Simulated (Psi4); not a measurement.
# One shape, several levels: NH+ (SMILES [NH+])

We compute a comparison of 6 runs (UB3LYP/6-31G*, U-wB97X/pcseg-1, UMP2/jun-cc-pVDZ, ROSCS-MP2/jun-cc-pVTZ, REMP2/cc-pV(T+d)Z) of NH+. 

The results are computed with Psi4 1.11.

5 further runs of the same task are left out: 1 that didn't finish, 4 set aside as unsound or not needed.

### Step 1. The structure to begin with

The species is NH+ (2 atoms), meant as a doublet with charge +1. SMILES: `[NH+]`. The shape is that of a GFN2-xTB optimisation.

Bond lengths: N1–H2 1.093 Å.

### Step 2. Energy and forces at UB3LYP/6-31G(d) (spherical functions) (run 1)

job.py reads:

```python
import psi4

psi4.set_memory(1600000000)
psi4.set_num_threads(1)
psi4.set_output_file('hn.out', False)

mol = psi4.geometry("""
1 2
N      0.00000000     0.00000000     0.00000000
H      0.00000000     0.00000000     2.06480925
units au
symmetry c1
""")

options = {'basis': '6-31G*', 'reference': 'uks', 'puream': True, 'e_convergence': 1e-09, 'd_convergence': 1e-08, 'scf_type': 'pk', 'dft_radial_points': 99, 'dft_spherical_points': 590, 'maxiter': 200}
psi4.set_options(options)

e_tot, wfn = psi4.gradient("b3lyp", return_wfn=True)
print('gradient / Eh bohr^-1')
print(e_tot.np.round(6))
print(f'energy = {wfn.energy():.10f} Eh')
```

On the command line:

```bash
python job.py
```

hn.out:

```text
[...]
  Running in c1 symmetry.
[...]
  Nuclear repulsion =    3.390143665813198
[...]
  Multiplicity = 2
[...]
  Nalpha       = 4
  Nbeta        = 3
[...]
    Number of basis functions: 16
[...]
   @UKS iter   1:   -54.70095710959153    9.33009e-03   1.09302e-02 ADIIS/DIIS
[...]
   @UKS iter   9:   -54.71881600976118   -2.20268e-13   1.19958e-09 DIIS
[...]
   @S^2 Observed:                7.522217300E-01
[...]
    Orbital Energies [Eh]
    ---------------------
    Alpha Occupied:
       1A    -14.991300     2A     -1.293016     3A     -0.852463
       4A     -0.811345
    Alpha Virtual:
       5A     -0.661728     6A     -0.274334     7A      0.237626
       8A      0.263611     9A      0.311775    10A      0.352503
      11A      0.552953    12A      1.190073    13A      1.196819
      14A      1.199708    15A      1.207636    16A      1.702314
    Beta Occupied:
[...]
  @UKS Final Energy:   -54.71881600976118
   => Energetics <=
    Nuclear Repulsion Energy =              3.3901436658131976
    One-Electron Energy =                 -77.3069377101886630
    Two-Electron Energy =                  24.6596197850406078
    DFT Exchange-Correlation Energy =      -5.4616417504263195
    Empirical Dispersion Energy =           0.0000000000000000
    VV10 Nonlocal Energy =                  0.0000000000000000
    Total Energy =                        -54.7188160097611771
[...]
 Multipole Moments:
 ------------------------------------------------------------------------------------
     Multipole            Electronic (a.u.)      Nuclear  (a.u.)        Total (a.u.)
 ------------------------------------------------------------------------------------
 L = 1.  Multiply by 2.5417464519 to convert [e a0] to [Debye]
 Dipole X            :         -0.0000000            0.0000000           -0.0000000
 Dipole Y            :          0.0000000            0.0000000            0.0000000
 Dipole Z            :         -0.1121047            0.9557663            0.8436616
 Magnitude           :                                                    0.8436616
[...]
  -Total Gradient:
     Atom            X                  Y                   Z
    ------   -----------------  -----------------  -----------------
       1        0.000000000000     0.000000000000    -0.008996080662
       2        0.000000000000     0.000000000000     0.008996045055
[...]
```

On the terminal:

```text
gradient / Eh bohr^-1
[[ 0.        0.       -0.008996]
 [ 0.        0.        0.008996]]
energy = -54.7188160098 Eh
```

Wall time 3.6 s (1 thread of Intel Xeon Platinum 8488C (Sapphire Rapids), shared host); peak memory 0.26 GiB.

### Step 3. Energy and gradient at UB3LYP/6-31G(d) (Cartesian functions) (run 2)

job.py reads:

```python
import psi4

psi4.set_memory('1600 MB')
psi4.set_num_threads(1)
psi4.set_output_file('hn.out', False)

geom = psi4.geometry("""
1 2
N      0.00000000     0.00000000     0.00000000
H      0.00000000     0.00000000     2.06480925
units au
symmetry c1
no_reorient
no_com
""")

options = {'basis': '6-31G*', 'reference': 'uks', 'puream': False, 'e_convergence': 1e-09, 'd_convergence': 1e-08, 'scf_type': 'pk', 'dft_radial_points': 99, 'dft_spherical_points': 590, 'maxiter': 200}
psi4.set_options(options)

E, wfn = psi4.gradient('B3LYP', return_wfn=True)
psi4.oeprop(wfn, 'MULLIKEN_CHARGES', 'LOWDIN_CHARGES', 'DIPOLE')
print('gradient / Eh bohr^-1')
print(E.np.round(6))
print(f'energy = {wfn.energy():.10f} Eh')
for k, v in sorted(psi4.core.scalar_variables().items()):
    print(f'{k:45s} {v:18.10f}')
```

On the command line:

```bash
python job.py
```

hn.out:

```text
[...]
  Running in c1 symmetry.
[...]
  Nuclear repulsion =    3.390143665813198
[...]
  Multiplicity = 2
[...]
  Nalpha       = 4
  Nbeta        = 3
[...]
    Number of basis functions: 17
[...]
   @UKS iter   1:   -54.70226112733318    8.91758e-03   1.03026e-02 ADIIS/DIIS
[...]
   @UKS iter   9:   -54.72019922284251   -4.19220e-13   1.97251e-09 DIIS
[...]
   @S^2 Observed:                7.522244350E-01
[...]
  @UKS Final Energy:   -54.72019922284251
   => Energetics <=
    Nuclear Repulsion Energy =              3.3901436658131976
    One-Electron Energy =                 -77.2985074033139625
    Two-Electron Energy =                  24.6428171759300554
    DFT Exchange-Correlation Energy =      -5.4546526612718047
    Empirical Dispersion Energy =           0.0000000000000000
    VV10 Nonlocal Energy =                  0.0000000000000000
    Total Energy =                        -54.7201992228425098
[...]
  -Total Gradient:
     Atom            X                  Y                   Z
    ------   -----------------  -----------------  -----------------
       1       -0.000000000000     0.000000000000    -0.009057997471
       2       -0.000000000000    -0.000000000000     0.009057962509
[...]
 Multipole Moments:
 ------------------------------------------------------------------------------------
     Multipole            Electronic (a.u.)      Nuclear  (a.u.)        Total (a.u.)
 ------------------------------------------------------------------------------------
 L = 1.  Multiply by 2.5417464519 to convert [e a0] to [Debye]
 Dipole X            :         -0.0000000            0.0000000           -0.0000000
 Dipole Y            :          0.0000000            0.0000000            0.0000000
 Dipole Z            :         -1.0828881            2.0648093            0.9819212
 Magnitude           :                                                    0.9819212
[...]
  Mulliken Charges: (a.u.)
   Center  Symbol    Alpha    Beta     Spin     Total
       1     N     3.76879  2.73950  1.02930  0.49171
       2     H     0.23121  0.26050 -0.02930  0.50829
   Total alpha =  4.00000, Total beta =  3.00000, Total charge =  1.00000
  Lowdin Charges: (a.u.)
   Center  Symbol    Alpha    Beta     Spin     Total
       1     N     3.70865  2.68549  1.02315  0.60586
       2     H     0.29135  0.31451 -0.02315  0.39414
  Total alpha =  4.00000, Total beta =  3.00000, Total charge =  1.00000
```

Standard output:

```text
gradient / Eh bohr^-1
[[-0.        0.       -0.009058]
 [-0.       -0.        0.009058]]
energy = -54.7201992228 Eh
CURRENT ENERGY                                    -54.7201992228
CURRENT REFERENCE ENERGY                          -54.7201992228
DD SOLVATION ENERGY                                 0.0000000000
DFT FUNCTIONAL TOTAL ENERGY                       -54.7201992228
DFT TOTAL ENERGY                                  -54.7201992228
DFT VV10 ENERGY                                     0.0000000000
DFT XC ENERGY                                      -5.4546526613
GRID ELECTRONS ALPHA                                4.0000000012
GRID ELECTRONS BETA                                 3.0000000012
GRID ELECTRONS TOTAL                                7.0000000024
NUCLEAR REPULSION ENERGY                            3.3901436658
ONE-ELECTRON ENERGY                               -77.2985074033
PCM POLARIZATION ENERGY                             0.0000000000
PE ENERGY                                           0.0000000000
SCF ITERATION ENERGY                              -54.7201992228
SCF ITERATIONS                                      9.0000000000
SCF TOTAL ENERGY                                  -54.7201992228
TWO-ELECTRON ENERGY                                24.6428171759
XC GRID RADIAL POINTS                              99.0000000000
XC GRID SPHERICAL POINTS                          590.0000000000
XC GRID TOTAL POINTS                           111933.0000000000
```

It took 3.6 s on 1 thread of Intel Xeon Platinum 8488C (Sapphire Rapids), shared host; peak memory 0.27 GiB.

Runs 3 to 5 aren't shown in full; the table further down has their settings and results.

### Step 4. Energy and gradient at REMP2/cc-pV(T+d)Z (run 6)

calc.in reads:

```
memory 1600 mb

molecule mol {
  1 2
  N      0.000000     0.000000     0.000000
  H      0.000000     0.000000     1.092650
  units angstrom
}

set basis cc-pV(T+d)Z
set reference uhf
set cc_type conv
set scf_type pk

e, wfn = gradient("remp2", return_wfn=True)
```

On the command line:

```bash
psi4 -n 1 calc.in calc.out
```

calc.out:

```text
[...]
  Running in c2v symmetry.
[...]
  Nuclear repulsion =    3.390143664201712
[...]
  Multiplicity = 2
[...]
  Nalpha       = 4
  Nbeta        = 3
[...]
    Number of basis functions: 44
[...]
   @UHF iter   1:   -54.42903270837358   -3.81878e-01   1.45655e-02 DIIS/ADIIS
[...]
	SCS-MP2 Total Energy (a.u.)        :   -54.64033041344918
	SOS-MP2 Total Energy (a.u.)        :   -54.64460733501864
[...]
   @UHF iter  14:   -54.50907586321109   -2.13163e-14   1.49415e-11 DIIS
[...]
   @S^2 Observed:                7.570383623E-01
[...]
    Orbital Energies [Eh]
    ---------------------
    Alpha Occupied:
       1A1   -16.209388     2A1    -1.572320     3A1    -1.036721
       1B2    -1.034702
    Alpha Virtual:
       1B1    -0.405304     4A1    -0.144435     5A1     0.156167
       2B2     0.233104     6A1     0.274333     2B1     0.294109
       7A1     0.427775     3B2     0.468151     3B1     0.476061
       1A2     0.810990     8A1     0.811810     9A1     1.003875
       4B2     1.146408     4B1     1.154545    10A1     1.429112
      11A1     2.146284     5B2     2.662524     5B1     2.715324
      12A1     2.942609     2A2     2.942661    13A1     3.152684
[...]
  @UHF Final Energy:   -54.50907586321109
   => Energetics <=
    Nuclear Repulsion Energy =              3.3986314268291751
    One-Electron Energy =                 -77.3626947468705310
    Two-Electron Energy =                  19.4549874568302634
    Total Energy =                        -54.5090758632110948
  UHF NO Occupations:
  HONO-2 :    2 A1 1.9993261
  HONO-1 :    3 A1 1.9971519
[...]
 Multipole Moments:
 ------------------------------------------------------------------------------------
     Multipole            Electronic (a.u.)      Nuclear  (a.u.)        Total (a.u.)
 ------------------------------------------------------------------------------------
 L = 1.  Multiply by 2.5417464519 to convert [e a0] to [Debye]
 Dipole X            :          0.0000000            0.0000000            0.0000000
 Dipole Y            :          0.0000000            0.0000000            0.0000000
 Dipole Z            :         -0.0988528            0.9533794            0.8545266
 Magnitude           :                                                    0.8545266
[...]
	SOS-MP2 Total Energy (a.u.)        :   -54.64470088297637
	SCSN-MP2 Total Energy (a.u.)       :   -54.54158183605063
[...]
	SOS-PI-MP2 Total Energy (a.u.)     :   -54.65513357680447
[...]
	MP2 Total Energy (a.u.)            :   -54.63187210424181
[...]
```

It took 5.7 s on 1 thread of Intel Xeon Platinum 8488C (Sapphire Rapids), shared host; peak memory 0.25 GiB.

### Step 5. All runs side by side

| run | level | Cartesian functions | task | energy (Eh) | HOMO energy (eV) | LUMO energy (eV) | ⟨S²⟩ | wall time |
| --- | --- | --- | --- | --- | --- | --- | --- | --- |
| 1 | UB3LYP/6-31G* (spherical functions) | no | gradient | -54.718816 | -22.08 | -18.01 | 0.752 | 3.6 s |
| 2 | UB3LYP/6-31G* (Cartesian functions) | yes | gradient | -54.720199 | -22.09 | -18.02 | 0.752 | 3.6 s |
| 3 | U-wB97X/pcseg-1 | no | energy | -54.696415 | -24.88 | -14.69 | 0.752 | 3.3 s |
| 4 | UMP2/jun-cc-pVDZ | no | energy | -54.585892 | -27.02 | -11.09 | 0.756 | 1.6 s |
| 5 | ROSCS-MP2/jun-cc-pVTZ (density fitting) | no | energy | -54.641592 | – | – | – | 1.6 s |
| 6 | REMP2/cc-pV(T+d)Z | no | gradient | -54.654825 | – | – | 0.757 | 5.7 s |

### Step 6. Results

| quantity | value |
| --- | --- |
| run 6: total energy | -54.65482 Eh |
| run 6: correlation energy | -145.9 mEh |
| run 6: ⟨S²⟩ of the reference determinant | 0.757 |
| run 6: largest force on an atom | 0.805 eV/Å |

Totals of different functionals can't be ranked against each other. All runs together took 20 s, the longest 5.7 s.
